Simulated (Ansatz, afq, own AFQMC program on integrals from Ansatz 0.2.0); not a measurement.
# BNH4, triplet: AFQMC among the cluster methods

```xyz
6

B    -1.3188    0.0351    0.0000
H    -1.9155    1.0687    0.0000
H    -1.9155   -0.9985    0.0000
H    -0.0078    0.0351    0.0000
N     1.1892    0.0351    0.0000
H     1.4583   -0.9691    0.0000
```

Connectivity, by distances: BH2 ··· NH, 1 bridging H.

Basis cc-pVTZ. Noble-gas cores (and the filled d shells of Ga–Kr and In–Xe) are frozen. Integrals, coupled cluster, full CI and functionals: Ansatz 0.2.0; the random walks run on the same integrals in our own AFQMC program. The CISD trial takes its coefficients from CCSD amplitudes. Released means that phaseless walkers are propagated on without the constraint, phases kept. Error bars are statistical, one sigma.

Determinant: UHF, the one that the program's search chose, which needn't be the lowest solution. The geometry is a point of a scan.

No full CI on the walks' own integrals is used here. The released AFQMC energy serves as the reference, which it does only where one determinant dominates, the energy is flat over the last release times and near the phaseless one (40 meV or 2 meV an electron, half that with transition metals). On small molecules, where full CI could be run and the noise was under 10 meV, such values lay within 10 meV of it in 19 cases of 20, a flattering rate, since the rule was set on those same cases; what remains of the bias isn't in the error bar.

Cautions: lower spins were not checked; the released value is read at 2.40 1/Eh (meV from the phaseless value at times in 1/Eh: 2 ± 7 at 0.24, -10 ± 8 at 0.51, -9 ± 6 at 0.99, 5 ± 7 at 1.62, -1 ± 9 at 2.40).

```
T1 diagnostic                               : 0.0161
weight of the determinant in the CISD state : 0.884
⟨S²⟩ of the determinant                     : 2.035
size of the correlated space                : 12 electrons in 114 orbitals
```

Reference: AFQMC with the constraint released, correlation energy -8.897 ± 0.009 eV.

| level | E − E(reference) (kcal/mol) | share of correlation (%) |
| --- | --- | --- |
| HF | 205.18 ± 0.20 | 0.00 |
| MP2 | 30.86 ± 0.20 | 84.96 |
| CCSD | 6.86 ± 0.20 | 96.65 |
| CCSD(T) | 0.85 ± 0.20 | 99.58 |
| ph-AFQMC/CISD | 0.02 ± 0.23 | 99.99 |

A walk keeps the symmetry of its determinant, which the program's search chose and which needn't be the lowest solution, so a lower state of the same spin and another symmetry isn't excluded. Released energies are given only where the last usable release times agree within the noise; a slower fall can still hide under it.
